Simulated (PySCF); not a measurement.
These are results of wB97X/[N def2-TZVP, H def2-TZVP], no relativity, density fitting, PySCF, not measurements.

```xyz
4
charge 0 multiplicity 1, angstrom
N     0.0000    0.0000   -0.0648
H     0.9422    0.0000    0.3016
H    -0.4711    0.8159    0.3016
H    -0.4711   -0.8159    0.3016
```

NH₃ (singlet), along the line from N1 (at 0) through H2 (at 1.011 Å).

**Question.** Tabulate the fields along this line at -0.30, -0.20, -0.10, 0.05, 0.15, 0.25, 0.35, 0.45, 0.56, 0.66, 0.76, 0.86, 0.96, 1.11, 1.21, 1.31, 1.42, 1.52, 1.62 Å.

**Answer.** 
```csv
distance (Å),electron density (e/Å³),electron localisation function,electrostatic potential (V)
-0.30,4.03,0.138,113
-0.20,10.8,0.179,230
-0.10,101,0.992,630
0.05,368,1,1550
0.15,30.3,0.782,356
0.25,5.7,0.0846,160
0.35,3.72,0.381,84.3
0.45,3.12,0.796,48.5
0.56,2.65,0.922,31.8
0.66,2.36,0.966,27.5
0.76,2.29,0.987,35.5
0.86,2.43,0.996,68.7
0.96,2.88,0.999,256
1.11,1.94,0.999,114
1.21,1.16,0.998,45
1.31,0.675,0.996,23.6
1.42,0.391,0.99,14
1.52,0.23,0.98,8.95
1.62,0.136,0.962,6.05
```

On a grid of 0.05 Å the density has a local minimum along the bond near 0.76 Å from N, at 2.29 e/Å³, where the ELF is 0.99.
